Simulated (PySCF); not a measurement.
**Dipole moment and polarisability of `C=CC(N)=O`**

Species: C3H5NO.
Cartesian coordinates in Å at the GFN2-xTB level; atoms count from 1:
```xyz
10
C3H5NO angstrom
C     -1.7394   -0.3082    0.3992
C     -0.5451   -0.4339   -0.1584
C      0.5635    0.4897    0.1949
N      1.7259    0.2401   -0.4623
O      0.4613    1.3938    0.9964
H     -1.9123    0.4745    1.1201
H     -2.5638   -0.9602    0.1654
H     -0.3292   -1.2041   -0.8861
H      1.8251   -0.5108   -1.1207
H      2.5229    0.8235   -0.2711
```

Level: CAM-B3LYP/def2-SVPD (PySCF), static field, nuclei fixed, core orbitals frozen in the response. The polarisability tensor in these axes (au):

```
x   63.41  3.86 -8.50
y    3.86 42.75  7.09
z   -8.50  7.09 41.78
```

Problem. Diagonalise the tensor; give its mean and Δα, where Δα² is half the sum of the squared differences of the eigenvalues.

Solution. Principal values 32.58, 48.93 and 66.43 au; mean 49.31 au = 7.31 Å³ = 8.13 × 10⁻⁴⁰ C²·m²/J; Δα = 29.33 au (59 % of the mean).

Problem. What is the dipole moment, and where does it point?

Solution. (0.75, -2.67, -2.52) D, 3.75 D in size, pointing from the negative to the positive side. Measured along this direction, the outermost atoms are O5 and H6 at the negative end and H9 and H8 at the positive end.

Problem. Form Σ f/ω² (atomic units) for the 8 lowest TDDFT singlets, given as eV and f, and set it beside the mean polarisability, which is this sum over all singlets: 4.84, 0.0000; 6.30, 0.0392; 6.74, 0.4304; 7.27, 0.0118; 7.44, 0.0483; 7.75, 0.0146; 7.77, 0.0098; 8.17, 0.0002.

Solution. They add up to 8.86 au, 18.0 % of the 49.31 au; the largest single term is 7.02 au, from the state at 6.74 eV. Terms in order: 0.00, 0.73, 7.02, 0.16, 0.65, 0.18, 0.12, 0.00 au. Higher excitations give the rest. The strengths listed sum to 0.554.

Problem. What would n − 1 = 2πNα be for an ideal gas of these molecules at 400 K and 1 atm, electronic part alone?

Solution. N = p/kT = 1.8347 × 10¹⁹ cm⁻³, so n − 1 = 2π × N × 7.31 × 10⁻²⁴ cm³ = 842 × 10⁻⁶ at long wavelengths.

Problem. What molar refraction does this α imply?

Solution. Lorentz–Lorenz: R = (4π/3)N_A α = 2.5225 cm³/(mol·Å³) × 7.31 Å³ = 18.4 cm³/mol, in the limit of long wavelengths.

Problem. Directions of the eigenvectors, and the extent of the frame along each?

Solution. Largest value along (0.95, 0.06, -0.31), where the nuclei span 5.07 Å; middle along (0.15, 0.78, 0.60), 3.29 Å; least along (0.28, -0.62, 0.73), 0.01 Å. The response follows the extents in order.

Problem. How large is μ²/3kT at 298 K beside α?

Solution. In Gaussian units μ²/3kT = 113.65 Å³ against 7.31 Å³, a ratio of 15.55; the Debye molar polarisation (4π/3)N_A(α + μ²/3kT) is 305.1 cm³/mol, leaving out the vibrational part.

Isolated species at its GFN2-xTB geometry (one conformer only).
